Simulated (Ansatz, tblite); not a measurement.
# The cluster AuF2−: rung by rung

Aim: run the singlet of the cluster AuF2− at one geometry on many levels, and compare frontier levels, spin and run time.

Method: as each input shows; program: Ansatz 0.2.0, Gaussian basis.

The runs, in order: GFN1-xTB, GFN2-xTB, PBE-D4/def2-TZVPD, r2SCAN-D4/def2-TZVPD, B3LYP-D4/def2-TZVPD, revPBE-D4/def2-TZVPD, ωB97X-V/def2-TZVPD, B97M-V/def2-TZVPD, r2SCAN0-D4/def2-TZVPD, PBE+5HF/def2-TZVPD, PBE+10HF/def2-TZVPD, PBE+15HF/def2-TZVPD, PBE+35HF/def2-TZVPD, PBE+50HF/def2-TZVPD, PBE-D4/def2-SVPD, PBE0-D4/def2-SVPD, CCSD(T)/def2-TZVPPD, MP2/def2-TZVPD, RPA/def2-TZVPD.

### Step 1. The relaxed structure

The geometry is that of the singlet, from an earlier relaxation (PBE-D4/def2-TZVPD). At that level it is the lowest of the isomers that a small search found.

3 atoms, charge -1, spin multiplicity 1.

Bond lengths: Au1–F2 1.995 Å, Au1–F3 1.995 Å. Angles: F2–Au1–F3 180.0°.

Au takes a core potential in the def2 sets. No spin-orbit coupling is included. The ion is computed in the gas phase, without counter-ions or solvent.

PBE0-D4/def2-TZVPD was run before; its log isn't repeated, and its numbers join the tables.

### Step 2. GFN1-xTB

Tight binding, by tblite at 300 K electronic temperature and without a spin-polarisation term:

```python
tblite.interface.Calculator('GFN1-xTB', numbers, positions, charge=-1, uhf=0).singlepoint()
```

Energy -394.4980 eV, HOMO -5.03 eV, LUMO -0.50 eV; 0.002 s.

### Step 3. GFN2-xTB

Tight binding, by tblite at 300 K electronic temperature and without a spin-polarisation term:

```python
tblite.interface.Calculator('GFN2-xTB', numbers, positions, charge=-1, uhf=0).singlepoint()
```

Energy -370.6584 eV, HOMO -4.75 eV, LUMO 2.59 eV; 0.001 s.

### Step 4. PBE-D4/def2-TZVPD

start.molden holds the orbitals of an earlier run on this state, given as this run's starting guess.

Contents of in.yaml:

```yaml
crystal:
  periodic: [false, false, false]
  atoms:
    - {symbol: Au, position_ang: [-0.000006, 0.000000, 0.000010]}
    - {symbol: F, position_ang: [-1.180816, 1.190583, 1.081470]}
    - {symbol: F, position_ang: [1.180821, -1.190584, -1.081481]}
basis:
  gaussian: {orbitals: def2-TZVPD, initial_orbitals: start.molden}
total_charge: -1
hamiltonian: {xc: pbe, dispersion: d4}
scf: {omitted_lower_state_checks: [starts]}
output: {forces: true, orbitals: {seedname: orbitals}}
```

Run with:

```sh
$ ansatz run in.yaml --threads 4 --pin off --events-out ev --progress --plain --max-ram 3916MiB
```

Further steps of the session: r2SCAN-D4/def2-TZVPD; B3LYP-D4/def2-TZVPD; revPBE-D4/def2-TZVPD; ωB97X-V/def2-TZVPD; B97M-V/def2-TZVPD; r2SCAN0-D4/def2-TZVPD; PBE+5HF/def2-TZVPD; PBE+10HF/def2-TZVPD; PBE+15HF/def2-TZVPD; PBE+35HF/def2-TZVPD; PBE+50HF/def2-TZVPD; PBE-D4/def2-SVPD; PBE0-D4/def2-SVPD; CCSD(T)/def2-TZVPPD; MP2/def2-TZVPD; RPA/def2-TZVPD.

**Question.** What will the summary of the whole plan be? Wanted: gap in def2-TZVPD, named functionals, smallest and largest; gap over the share of exact exchange; correlation energy, CCSD(T)/def2-TZVPPD; correlation energy, MP2/def2-TZVPD; PBE0 total energy, smallest basis above largest.

As calculated:

```
                                                  quantity                                    value
gap in def2-TZVPD, named functionals, smallest and largest  3.81 eV (revPBE-D4), 10.25 eV (ωB97X-V)
                      gap over the share of exact exchange             3.84 eV at 0, 8.22 eV at 0.5
                   correlation energy, CCSD(T)/def2-TZVPPD                                -31.55 eV
                        correlation energy, MP2/def2-TZVPD                                -26.68 eV
           PBE0 total energy, smallest basis above largest          6.43 eV (def2-SVPD, def2-TZVPD)
```

Over the named functionals in def2-TZVPD the gap runs from 3.81 eV (revPBE-D4) to 10.25 eV (ωB97X-V); exact exchange widens it. Raising the share of exact exchange from 0 to 0.5 moves the HOMO by -2.80 eV and the LUMO by +1.59 eV.
